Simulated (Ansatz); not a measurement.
**C₃H₆ (singlet): from Hartree-Fock to the top rungs, 6-31G***

Aim: climb from Hartree-Fock through coupled cluster and multireference methods for C₃H₆ (singlet) at one geometry and basis, and see what each rung misses.

Program: Ansatz 0.2.0, Gaussian basis. Level of theory: 6-31G*, core rule «outside noble gas», up to 3 orbitals frozen. These are calculated values, not measurements.

To be run: UHF; CCSD(T) on RHF; BCCD(T) on RHF; CISD; CCSDT(Q) on RHF; CASSCF and MRCISD+Q, 8 electrons in 8 orbitals; CASSCF and NEVPT2, 8 electrons in 8 orbitals.

14 further runs of the same task are left out: 1 that didn't finish, 13 set aside as unsound or not needed.

### Step 1. The geometry

The geometry is an MP2(full)/6-31G* stationary point (not a proven minimum).

9 atoms, charge 0, spin multiplicity 1.

Atoms are counted from 1 here; the program's logs count them from 0.

Bond lengths: C1–C2 1.337 Å, C1–H3 1.086 Å, C1–H4 1.085 Å, C2–H5 1.089 Å, C2–C6 1.498 Å, C6–H7 1.093 Å, C6–H8 1.095 Å, C6–H9 1.095 Å. Angles: C2–C1–H3 121.6°, C2–C1–H4 121.7°, H3–C1–H4 116.7°, C1–C2–H5 119.0°, C1–C2–C6 124.6°, H5–C2–C6 116.5°, C2–C6–H7 111.1°, C2–C6–H8 111.1°, C2–C6–H9 111.1°, H7–C6–H8 108.2°, H7–C6–H9 108.2°, H8–C6–H9 107.0°.

### Step 2. UHF

Input file in.yaml:

```yaml
crystal:
  periodic: [false, false, false]
  atoms:
    - {symbol: C, position_ang: [1.269817, 0.116606, 0.000000]}
    - {symbol: C, position_ang: [-0.021473, 0.462083, 0.000000]}
    - {symbol: H, position_ang: [1.579687, -0.924496, 0.000000]}
    - {symbol: H, position_ang: [2.059327, 0.860261, 0.000000]}
    - {symbol: H, position_ang: [-0.284694, 1.519022, 0.000000]}
    - {symbol: C, position_ang: [-1.161230, -0.509417, 0.000000]}
    - {symbol: H, position_ang: [-0.798332, -1.540367, 0.000000]}
    - {symbol: H, position_ang: [-1.797013, -0.369937, 0.880420]}
    - {symbol: H, position_ang: [-1.797013, -0.369937, -0.880420]}
basis:
  gaussian: {orbitals: "6-31G*"}
magnetization: {spin_polarized: true, initial_magnetization: 0}
hamiltonian: {xc: hf}
output: {orbitals: {seedname: orbitals}}
```

Command:

```console
> ansatz run in.yaml --threads 1 --pin off --events-out ev --progress --plain --max-ram 4096MiB --backend cpu
```

Further steps of the session: CCSD(T) on RHF; BCCD(T) on RHF; CISD; CCSDT(Q) on RHF; CASSCF and MRCISD+Q, 8 electrons in 8 orbitals; CASSCF and NEVPT2, 8 electrons in 8 orbitals.

**Question.** What will the summary of the whole plan be? Wanted: RCCSDT(Q) below the RHF energy; RMP2 from RCCSDT(Q); RCCSD from RCCSDT(Q); RCCSD(T) from RCCSDT(Q); NEVPT2 frontier from RCCSDT(Q); MRCISD+Q frontier from RCCSDT(Q); T1 diagnostic.

The runs gave:

| quantity | value |
| --- | --- |
| RCCSDT(Q) below the RHF energy | -11.9365 eV |
| RMP2 from RCCSDT(Q) | +141.3 kJ/mol |
| RCCSD from RCCSDT(Q) | +39.9 kJ/mol |
| RCCSD(T) from RCCSDT(Q) | +3.9 kJ/mol |
| NEVPT2 frontier from RCCSDT(Q) | +156.0 kJ/mol |
| MRCISD+Q frontier from RCCSDT(Q) | +14.2 kJ/mol |
| levels within 1 kcal/mol (43 meV) | RCCSD(T), BCCD(T), RCCSDT |
| T1 diagnostic | 0.010 |

RCCSD(T) misses by +3.9 kJ/mol, 0.3 % of the correlation energy. Of the multireference levels listed MRCISD+Q frontier comes nearest in total energy (+14.2 kJ/mol), which doesn't show that its space is the better one. These misses are within one basis, not against nature.
